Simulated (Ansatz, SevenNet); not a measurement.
# Formation enthalpy of antifluorite Mg₂Si: levels of theory against measurement

Reference value: -0.269 eV/atom (measured, 298 K, copied from a table, unchecked, not corrected to a static lattice; as tabulated in Wang et al. (2021), doi:10.1038/s41598-021-94550-5).

Question: What do SevenNet-0, PBE, PBE-D4, B3LYP (VWN-RPA form), Hartree–Fock give, and how far is each from the reference?

Answer: 
| level (code) | value (eV/atom) | difference (eV/atom) |
|---|---|---|
| SevenNet-0 | -0.108 | +0.161 |
| PBE (Ansatz) | -0.159 | +0.110 |
| PBE-D4 (Ansatz) | -0.213 | +0.056 |
| B3LYP (VWN-RPA form) (Ansatz) | -0.269 | 0.000 |
| Hartree–Fock (Ansatz) | -0.364 | -0.095 |

Once the reference is moved by up to 0.100 eV/atom (a margin picked here for doubts on the reference and the settings, and for temperature and zero-point motion) and values within 0.010 eV/atom count as equal, the nearest can be B3LYP (VWN-RPA form) (0.000 eV/atom), PBE-D4 (+0.056 eV/atom), Hartree–Fock (-0.095 eV/atom) or PBE (+0.110 eV/atom).

The measured value isn't corrected to a static lattice, so vibrations enter the comparison.  PBE-D4: a distance lies near a switch of the dispersion term, which can move the cell. Each level is taken at its own relaxed cell. Ansatz's density-functional and Hartree–Fock values are scalar-relativistic unless marked +SOC, with PAW data made under PBE.

Machine-learned potentials (SevenNet-0) are trained on DFT data: a solid inside that data is no test of them.

Differences are worked out from the printed values.

Ansatz is a first-principles code.
